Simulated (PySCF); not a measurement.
Gas-phase reaction: BCl₃ + 2 OH = BCl₂OH + HOCl

Computed with PySCF and rigid-rotor harmonic-oscillator thermochemistry at 1 bar. † marks an energy on the PBE0/def2-TZVP geometry and frequencies; other levels use their own. MP2 and CCSD(T) freeze the core. Open shells (unrestricted): OH (multiplicity 2, electronic degeneracy 4); the rest are closed-shell singlets. Spin-orbit splitting is ignored; it lowers the true energy and changes the entropy of OH. B3LYP is the form with VWN-RPA correlation. BCl₂OH: computed as isolated molecules; such fragments, hydroxides, amides, oligomers or adducts are transient or little studied in the gas. MP2 isn't extrapolated to the basis-set limit; its ΔH°(298 K) is -342.2 kJ in def2-SVP and -374.4 kJ in def2-TZVPP. CCSD(T) isn't extrapolated to the basis-set limit; its ΔH°(298 K) is -311.2 kJ in def2-SVP and -340.1 kJ in def2-TZVPP. The harmonic model lacks anharmonicity and excited electronic states, which grow with temperature; levels with a mode under 35 cm⁻¹ are left out. Internal rotation in BCl₂OH is treated as a harmonic vibration of one conformer, which makes the entropy rough.

| level | ΔE electronic, kJ | ΔH°(298 K), kJ | ΔS°(298 K), J/K | ΔG°(1400 K), kJ |
|---|---|---|---|---|
| B3LYP/def2-TZVP† | -362 | -342 | -126 | -158 |
| BLYP/def2-TZVP† | -379 | -359 | -126 | -175 |
| CCSD(T)/def2-SVP† | -331 | -311 | -126 | -127 |
| HF/def2-TZVP† | -158 | -138 | -126 | 46 |
| MP2/def2-SVP† | -362 | -342 | -126 | -158 |
| PBE/def2-SVP | -407 | -389 | -125 | -206 |
| PBE0/def2-QZVP† | -363 | -343 | -126 | -159 |
| PBE0/def2-SVP† | -361 | -342 | -126 | -157 |
| PBE0/def2-TZVP | -362 | -342 | -126 | -158 |
| r2SCAN/def2-TZVP† | -356 | -337 | -126 | -152 |
| LDA/def2-TZVP† | -512 | -492 | -126 | -308 |
ΔH° is lowest at LDA/def2-TZVP† and highest at HF/def2-TZVP†. No reference value is set beside these.
